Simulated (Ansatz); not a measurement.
**SiH− (singlet): from Hartree-Fock to the top rungs at distance Si1–H2 = 1.691 Å, aug-cc-pVDZ**

One table from this session's results is given with a row withheld; the runs are named, their logs left out.

Computed with Ansatz 0.2.0, Gaussian basis. Level: aug-cc-pVDZ, core rule «outside noble gas», up to 5 orbitals frozen.

To be run: UHF; CCSD(T) on RHF; CCSD(T) on UHF; BCCD(T) on RHF; CISD; CCSDT(Q) on RHF; CCSDT(Q) on UHF; CASSCF and MRCISD+Q, 2 electrons in 2 orbitals; CASSCF and NEVPT2, 2 electrons in 2 orbitals; CASSCF and MRCISD+Q, 6 electrons in 5 orbitals; CASSCF and NEVPT4(SD), 6 electrons in 5 orbitals; CASSCF and NEVPT2, 6 electrons in 5 orbitals; Full CI.

27 further runs of the same task are left out: 8 for a known fault of the program, 13 that didn't finish, 6 set aside as unsound or not needed. Runs told in other sessions of the task aren't counted.

### The geometry

The geometry derives from a PBE0/def2-TZVPD stationary point (not a proven minimum). One bond is set to the value named and the two fragments are kept rigid.

2 atoms, charge -1, spin multiplicity 1.

Atoms are counted from 1 here; the program's logs count them from 0.

Bond lengths: Si1–H2 1.691 Å.

Geometry (Å):

```xyz
2

Si    0.00000    0.00000    0.00000
H     0.00000    0.00000    1.69100
```

The first run:

File in.yaml:

```yaml
crystal:
  periodic: [false, false, false]
  atoms:
    - {symbol: Si, position_ang: [0.000000, 0.000000, 0.000000]}
    - {symbol: H, position_ang: [0.000000, 0.000000, 1.691000]}
basis:
  gaussian: {orbitals: aug-cc-pVDZ}
total_charge: -1
magnetization: {spin_polarized: true, initial_magnetization: 0}
hamiltonian: {xc: hf}
output: {orbitals: {seedname: orbitals}}
```

Launch:

```
$ ansatz run in.yaml --threads 1 --pin off --events-out ev --progress --plain --max-ram 2393MiB
```

Steps of the session up to this table: UHF; CCSD(T) on RHF; CCSD(T) on UHF; BCCD(T) on RHF; CISD; CCSDT(Q) on RHF; CCSDT(Q) on UHF; CASSCF and MRCISD+Q, 2 electrons in 2 orbitals; CASSCF and NEVPT2, 2 electrons in 2 orbitals; CASSCF and MRCISD+Q, 6 electrons in 5 orbitals; CASSCF and NEVPT4(SD), 6 electrons in 5 orbitals; CASSCF and NEVPT2, 6 electrons in 5 orbitals; Full CI.

One table of the session follows, with a row left open; its other results are not shown here.

It belongs to the step «Misses and costs». 

```
   method  from FCI (meV)
      RHF         +3696.1
     RMP2         +1082.3
     CISD          +527.4
    RCCSD               ?
 RCCSD(T)          +168.9
  BCCD(T)          +169.9
   RCCSDT           +33.4
RCCSDT(Q)            -7.5
      FCI               0
```

Q: Estimate the row for RCCSD from the others.

The run gave: from FCI (meV): +313.0. In the column «from FCI (meV)» it lies between BCCD(T) (+169.9) and CISD (+527.4).

Left out of the table: CASSCF pair, NEVPT2 pair, MRCISD pair, MRCISD+Q pair, CASSCF valence, NEVPT2 valence, NEVPT4(SD) valence, MRCISD valence, MRCISD+Q valence (the active space lost an orbital or holds another state than full CI finds).

To keep in mind: The report flags that the cluster equations may have other roots. Left out of the table: UHF, UMP2, UCCSD, UCCSD(T), UCCSDT, UCCSDT(Q) (another determinant or state than the rows shown). The program flags RCCSDT(Q) as in doubt, so those rows may rest on another solution. RCCSDT(Q) falls below full CI, which methods that aren't variational can do. Warnings in the runs' records: passed over end.
